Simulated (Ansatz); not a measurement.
# C3H3 (propargyl radical): from total energies to a heat of formation

C3H3 has 6 atoms, charge 0, and is taken as a doublet. As SMILES, `[CH]=C=C`. The shape is that of a PBE0-D4/def2-TZVP optimisation.

Total energies at UMP2/def2-SVPD, 3 core orbitals frozen (Ansatz 0.2.0); the atoms run unrestricted:

| species | state | energy (Eh) |
| --- | --- | --- |
| C3H3 | doublet | -115.530698 |
| C | triplet | -37.699761 |
| H | doublet | -0.499278 |

Harmonic wavenumbers at UPBE0-D4/def2-TZVP, in cm⁻¹: 359, 408, 472, 643, 690, 1025, 1100, 1451, 2017, 3166, 3260, 3474.

Measured heats of formation of the gaseous atoms at 298.15 K, in kJ/mol: C 716.9, H 218.0. Take 1 Eh = 2625.50 kJ/mol, 1 cm⁻¹ = 0.0119627 kJ/mol, RT = 2.479 kJ/mol.

What heat of formation follows?


1. Electronic atomisation energy: 3 × (-37.699761) + 3 × (-0.499278) − (-115.530698) = 0.933581 Eh = 2451.1 kJ/mol.
2. Zero-point energy: half the sum of the wavenumbers, 9032.5 cm⁻¹ = 108.1 kJ/mol.
3. Thermal vibrational enthalpy, Σ hcν̃/(exp(hcν̃/kT) − 1): 3.2 kJ/mol. Translation, rotation and pV of a non-linear molecule: 4 RT = 9.9 kJ/mol.
4. The 6 free atoms carry 5/2 RT each: 37.2 kJ/mol.
5. Spin-orbit coupling lowers the free atoms by 3 × 0.02 = 0.1 kJ/mol.
6. Atomisation enthalpy at 298 K: 2451.1 − 0.1 − 108.1 − 3.2 − 9.9 + 37.2 = 2367.0 kJ/mol.
7. Sum of the atoms' heats of formation: 2804.7 kJ/mol. Heat of formation: 2804.7 − 2367.0 = +437.7 kJ/mol.

The tabulated value is +351.5 kJ/mol (Active Thermochemical Tables), so this level is off by +86.2 kJ/mol, or 3.5 % of the atomisation enthalpy that the table implies (2453.1 kJ/mol). Perturbation theory converges slowly with the basis for atomisation. A double-zeta basis underbinds. Anharmonicity and any spin-orbit splitting of the molecule are left out, and cores are frozen in the wave-function part.
